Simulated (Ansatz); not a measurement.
Reaction (homolysis of the H–Si bond): `F[SiH3]` → H• + `F[SiH2]`•

Calculated with Ansatz (gas phase, PBE0-D4/def2-TZVP geometries, no zero-point term in ΔE). CCSD(T)/CBS is frozen-core, at the limit of the def2 triple- and quadruple-zeta sets. Functionals use def2-TZVPP. Open shells (•) are unrestricted, without spin–orbit coupling.

`F[SiH3]`:

```xyz
5

F    -1.423    0.570    0.287
Si    0.037   -0.015   -0.007
H     0.011   -0.690   -1.326
H     0.378   -0.979    1.065
H     0.998    1.113   -0.019
```

`F[SiH2]`•:

```xyz
4

F     0.920   -0.019    1.151
Si   -0.110   -0.375   -0.025
H     0.539   -0.027   -1.321
H    -1.349    0.421    0.195
```

(1) What is ΔE at CCSD(T)/CBS? (Estimate.)

(2) What do these levels give: B97M-V, r2SCAN0-D4, revPBE, PBE0, MP2/def2-TZVPP, CCSD/def2-TZVPP, MP2/def2-QZVPP, SCS-MP2/def2-QZVPP, HF/cc-pV(Q+d)Z, CCSD/cc-pV(Q+d)Z, MP2/CBS(cc), CCSD(T)/CBS(cc)? (An estimate is asked.)

Largest T1 diagnostic among the species: 0.014.

## Answers

(1) The calculation gave: +416.3 kJ/mol.

(2) The calculation gave: B97M-V 408.3, r2SCAN0-D4 396.8, revPBE 380.6, PBE0 392.1, MP2/def2-TZVPP 400.4, CCSD/def2-TZVPP 410.9, MP2/def2-QZVPP 404.5, SCS-MP2/def2-QZVPP 418.6, HF/cc-pV(Q+d)Z 330.4, CCSD/cc-pV(Q+d)Z 414.0, MP2/CBS(cc) 407.9, CCSD(T)/CBS(cc) 416.6 kJ/mol.

In def2-TZVPP, CCSD(T) changes the Hartree–Fock value by +80.5 kJ/mol (the triples alone add +0.1 kJ/mol) and MP2 by +69.9 kJ/mol; breaking electron pairs costs correlation energy, which Hartree–Fock lacks. From PBE to PBE0 (25 % exact exchange), in def2-TZVPP and without D4, ΔE moves by +6.0 kJ/mol.
